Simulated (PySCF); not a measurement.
Methylidenesilylene, CH₂Si (singlet state).
SMILES: `C=[Si]`

The closed-shell ground state was solved at several levels (PySCF, density fitting, gas phase, non-relativistic). Geometry: PBE0-D3(BJ)/def2-SVP; no solvent, vibrations or thermal averaging.

```json
{"level": "BHandHLYP/def2-SVPD", "basis functions": "60", "HOMO (eV)": "-7.34", "LUMO (eV)": "-1.58", "gap (eV)": "5.76", "dipole (D)": "0.28"}
{"level": "wB97X-D/def2-SVPD", "basis functions": "60", "HOMO (eV)": "-8.40", "LUMO (eV)": "-0.80", "gap (eV)": "7.60", "dipole (D)": "0.12"}
{"level": "PBE/def2-SVPD", "basis functions": "60", "HOMO (eV)": "-5.58", "LUMO (eV)": "-3.46", "gap (eV)": "2.12", "dipole (D)": "0.02"}
{"level": "HF/def2-SVPD", "basis functions": "60", "HOMO (eV)": "-8.60", "LUMO (eV)": "0.74", "gap (eV)": "9.34", "dipole (D)": "0.26"}
{"level": "B3LYP/def2-SVPD", "basis functions": "60", "HOMO (eV)": "-6.32", "LUMO (eV)": "-2.76", "gap (eV)": "3.56", "dipole (D)": "0.19"}
{"level": "PBE/pcSseg-2", "basis functions": "107", "HOMO (eV)": "-5.61", "LUMO (eV)": "-3.50", "gap (eV)": "2.11", "dipole (D)": "0.07"}
{"level": "PBE0/def2-TZVP", "basis functions": "80", "HOMO (eV)": "-6.54", "LUMO (eV)": "-2.60", "gap (eV)": "3.94", "dipole (D)": "0.15"}
{"level": "PBE0/def2-SVP", "basis functions": "42", "HOMO (eV)": "-6.50", "LUMO (eV)": "-2.53", "gap (eV)": "3.97", "dipole (D)": "0.12"}
```

Q: Estimate the row for PBE0/aug-cc-pVTZ, a basis of 142 functions; the other rows only guide the guess.

A: HOMO -6.59 eV, LUMO -2.65 eV, gap 3.94 eV, dipole 0.15 D.

Q: How much does the basis alone move the frontier levels among the 3 PBE0 rows (the withheld one included)?

A: The HOMO by 0.09 eV and the LUMO by 0.12 eV. By rising basis size (HOMO, LUMO in eV): def2-SVP -6.50, -2.53; def2-TZVP -6.54, -2.60; aug-cc-pVTZ -6.59, -2.65.

Q: In the def2-SVPD basis, how does the gap go with the fixed share of exact exchange?

A: PBE (0 %) 2.12 eV; B3LYP (20 %) 3.56 eV; BHandHLYP (50 %) 5.76 eV; HF (100 %) 9.34 eV. Each rise in the share widens the gap here.

Q: How far do the dipole and the HOMO energy spread over the levels?

A: The dipole runs from 0.02 to 0.28 D (mean 0.15 D) and the HOMO from -8.60 to -5.58 eV.
